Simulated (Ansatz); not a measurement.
**C₂H₃O₂ radical: up Jacob's ladder to CCSD(T)**

One table from this session's results is given with a row withheld; the runs are named, their logs left out.

Method: functionals in def2-TZVPP, the program's frozen cores in correlated methods; program: Ansatz 0.2.0, Gaussian basis.

The runs, in order: LDA (SPW92), PBE-D4, revPBE-D4, BLYP-D4, r2SCAN-D4, B97M-V, PBE0-D4, B3LYP-D4, r2SCANh-D4, r2SCAN0-D4, HSE06-D4, BHLYP-D4, CAM-B3LYP-D4, LC-ωPBE, ωB97X-V, ωB97M-V, B2PLYP, PBE-QIDH; CCSD(T)/def2-SVP; CCSD(T)/def2-TZVPP; MP2/def2-QZVPP; extrapolation to the limit; RPA on PBE.

### Structure used throughout

An earlier PBE0-D4 in a triple-zeta def2 set relaxation fixed the geometry.

SMILES `CC([O])=O`, 7 atoms, charge 0, spin multiplicity 2.

Atoms are counted from 1 here; the program's logs count them from 0.

Bond lengths: C1–C2 1.483 Å, C1–H5 1.090 Å, C1–H6 1.092 Å, C1–H7 1.092 Å, C2–O3 1.251 Å, C2–O4 1.249 Å. Angles: C2–C1–H5 110.3°, C2–C1–H6 109.3°, C2–C1–H7 109.2°, H5–C1–H6 110.1°, H5–C1–H7 109.9°, H6–C1–H7 108.0°, C1–C2–O3 124.3°, C1–C2–O4 124.7°, O3–C2–O4 111.0°.

Set-up of the first run:

File in.yaml:

```yaml
crystal:
  periodic: [false, false, false]
  atoms:
    - {symbol: C, position_ang: [-0.205838, 0.612395, -0.181623]}
    - {symbol: C, position_ang: [0.251408, -0.748167, 0.190388]}
    - {symbol: O, position_ang: [1.053286, -0.992792, 1.119383]}
    - {symbol: O, position_ang: [-0.108393, -1.799932, -0.379954]}
    - {symbol: H, position_ang: [-0.923771, 0.559276, -0.999401]}
    - {symbol: H, position_ang: [-0.661911, 1.090186, 0.687361]}
    - {symbol: H, position_ang: [0.656417, 1.210932, -0.481853]}
basis:
  gaussian: {orbitals: def2-TZVPP}
magnetization: {spin_polarized: true, initial_magnetization: 1}
hamiltonian: {xc: lda}
output: {orbitals: {seedname: orbitals}}
```

Among the steps run: LDA; PBE-D4 (GGA); revPBE-D4 (GGA); BLYP-D4 (GGA); r2SCAN-D4 (meta-GGA); B97M-V (meta-GGA); PBE0-D4 (hybrid); B3LYP-D4 (hybrid); r2SCANh-D4 (hybrid); r2SCAN0-D4 (hybrid); HSE06-D4 (hybrid); BHLYP-D4 (hybrid); CAM-B3LYP-D4 (range-separated); LC-ωPBE-D4 (range-separated; the results give it without D4); ωB97X-V (range-separated); ωB97M-V (range-separated); B2PLYP (double hybrid); PBE-QIDH (double hybrid).

One table of the session follows, with a row left open; its other results are not shown here.

It belongs to the step «Orbital energies across the functionals». 

| functional | HOMO (eV) | LUMO (eV) | gap (eV) |
| --- | --- | --- | --- |
| LDA (SPW92) | -7.71 | -6.46 | 1.25 |
| PBE-D4 | -7.53 | -6.02 | 1.51 |
| revPBE-D4 | -7.43 | -5.90 | 1.54 |
| BLYP-D4 | -7.45 | -5.94 | 1.51 |
| r2SCAN-D4 | -7.60 | -5.70 | 1.91 |
| B97M-V | -7.61 | -5.69 | 1.91 |
| PBE0-D4 | -8.56 | -4.75 | 3.81 |
| B3LYP-D4 | -8.45 | -5.13 | 3.32 |
| r2SCANh-D4 | -8.01 | -5.22 | 2.79 |
| r2SCAN0-D4 | -8.61 | -4.49 | 4.12 |
| HSE06-D4 | -8.16 | -5.14 | 3.02 |
| BHLYP-D4 | -9.47 | -3.39 | 6.09 |
| CAM-B3LYP-D4 | -9.97 | -3.69 | 6.28 |
| LC-ωPBE | -11.24 | -2.53 | 8.71 |
| ωB97X-V | -10.91 | -2.58 | 8.33 |
| ωB97M-V | ? | ? | ? |

Estimate the missing values for ωB97M-V.

**Answer.** HOMO (eV): -10.89; LUMO (eV): -2.66; gap (eV): 8.23. In the column «HOMO (eV)» it lies between ωB97X-V (-10.91) and CAM-B3LYP-D4 (-9.97).
